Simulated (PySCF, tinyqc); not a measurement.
Worked calculation: CID on RHF in the sto-6g basis, frozen core, for BH, spin multiplicity 1. The lowest restricted solution is unstable here: a spin-polarised one lies 0.0148 hartree lower (PySCF). One step of it, computed by the program tinyqc.

Problem. CID: determinants and Hamiltonian. Slater-Condon rules over spin orbitals, with the nuclear repulsion and the energy of the frozen orbital added and E(HF) subtracted on the diagonal. Only determinants linked to the reference directly or through others are kept (one block of an abelian symmetry group), so some states are absent.

one-electron integrals dressed by the frozen orbital, h + 2 (pq|11) - (p1|1q) (hartree), lower triangle:
```
           2          3          4          5          6
2  -1.999588
3   0.027411  -1.603676
4   0.000000   0.000000  -1.569444
5   0.000000   0.000000   0.000000  -1.569444
6   0.112259  -0.013089   0.000000   0.000000  -1.109963
```

energy of the frozen orbital, 2 h_11 + (11|11) = -22.91886498 hartree

Two-electron integrals over orbitals (pq|rs), unique and non-zero (hartree); the lowest 1 orbital is frozen and left out:
```
(22|22) 0.615400    (32|22) -0.074117   (32|32) 0.052696    (33|22) 0.411891
(33|32) 0.046706    (33|33) 0.587765    (42|42) 0.057594    (43|42) 0.041813
(43|43) 0.066407    (44|22) 0.465754    (44|32) 0.036332    (44|33) 0.514202
(44|44) 0.587109    (52|52) 0.057594    (53|52) 0.041813    (53|53) 0.066407
(54|54) 0.031641    (55|22) 0.465754    (55|32) 0.036332    (55|33) 0.514202
(55|44) 0.523827    (55|55) 0.587109    (62|22) 0.016932    (62|32) -0.051000
(62|33) -0.042741   (62|44) -0.089172   (62|55) -0.089172   (62|62) 0.124561
(63|22) -0.057756   (63|32) 0.043710    (63|33) 0.077600    (63|44) 0.030880
(63|55) 0.030880    (63|62) -0.049015   (63|63) 0.065776    (64|42) -0.038011
(64|43) -0.017064   (64|64) 0.034639    (65|52) -0.038011   (65|53) -0.017064
(65|65) 0.034639    (66|22) 0.601157    (66|32) -0.060340   (66|33) 0.459078
(66|44) 0.485565    (66|55) 0.485565    (66|62) 0.022836    (66|63) -0.041847
(66|66) 0.630234
```

nuclear repulsion = 2.38368113 hartree

Hartree-Fock energy = -24.99637355 hartree

Give: determinants; H - E(HF) between determinants.

Solution.

Occupation strings over the orbitals (2 doubly, a alpha, b beta, 0 empty; spin orbitals ordered 1a 1b 2a 2b ...): 222000 220200 2ab200 220020 2ab020 220002 2ab002 2ba200 202200 2ba020 202020 2ba002 202002

H - E(HF) between determinants (hartree), lower triangle:
```
        222000  220200  2ab200  220020  2ab020  220002  2ab002  2ba200
222000   0.000
220200   0.066   0.273
2ab200  -0.042  -0.016   0.554
220020   0.066   0.032   0.000   0.273
2ab020  -0.042   0.000   0.032  -0.016   0.554
220002   0.066   0.035   0.000   0.035   0.000   1.643
2ab002   0.049   0.000   0.035   0.000   0.035  -0.118   1.610
2ba200   0.042   0.016  -0.053   0.000   0.000   0.000   0.000   0.554
202200   0.058   0.053   0.105   0.000   0.000   0.000   0.000  -0.105
2ba020   0.042   0.000   0.000   0.016  -0.053   0.000   0.000   0.032
202020   0.058   0.000   0.000   0.053   0.105   0.000   0.000   0.000
2ba002  -0.049   0.000   0.000   0.000   0.000   0.118  -0.053   0.035
202002   0.125   0.000   0.000   0.000   0.000   0.053   0.002   0.000

        202200  2ba020  202020  2ba002  202002
202200   1.214
2ba020   0.000   0.554
202020   0.032  -0.105   1.214
2ba002   0.000   0.035   0.000   1.610
202002   0.035   0.000   0.035  -0.002   1.957
```
